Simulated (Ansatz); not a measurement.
The first iterations of a band of H₃OSi (5 atoms, charge 0, multiplicity 2).

Level of theory: UKS PBE-D4/def2-SVP (Ansatz 0.2.0).

| Item | Value |
| --- | --- |
| movable images | 5 |
| climbing image | yes |
| spring | 5.0 eV/Å² |
| optimiser | quadratic models (default) |
| start path | through a guess of the saddle point |
| force threshold | 0.05 eV/Å |
| iteration limit | 60 |
| end points | relaxed |

First end point:

```xyz
5
Properties=species:S:1:pos:R:3
O -1.413 0.378 0.740
Si -0.002 -0.069 -0.031
H -0.129 -0.258 -1.521
H 0.718 -1.238 0.592
H 0.825 1.187 0.220
```

Last end point:

```xyz
5
Properties=species:S:1:pos:R:3
O -0.521 0.962 0.372
Si 0.363 -0.215 -0.458
H -0.577 -0.744 -1.510
H 0.792 -1.349 0.459
H -0.058 1.346 1.138
```

| iteration | highest image above the first end (eV) | largest band force component (eV/Å) |
| --- | --- | --- |
| 1 | 2.202 | 10.319 |
| 2 | 1.050 | 5.616 |
| 3 | 0.602 | 2.316 |

Question: Does the band converge within its limit, and where does its top end?

Answer: The forces met the threshold. It ended after 9 iterations with the highest image 0.662 eV above the first end. A vibrational analysis at the climbing image gives one clearly imaginary mode, 1409i cm⁻¹: a first-order saddle point.

Time of the run: 49 s on 1 thread of Arm Neoverse V2, on a shared host, peak memory 0.1 GiB.
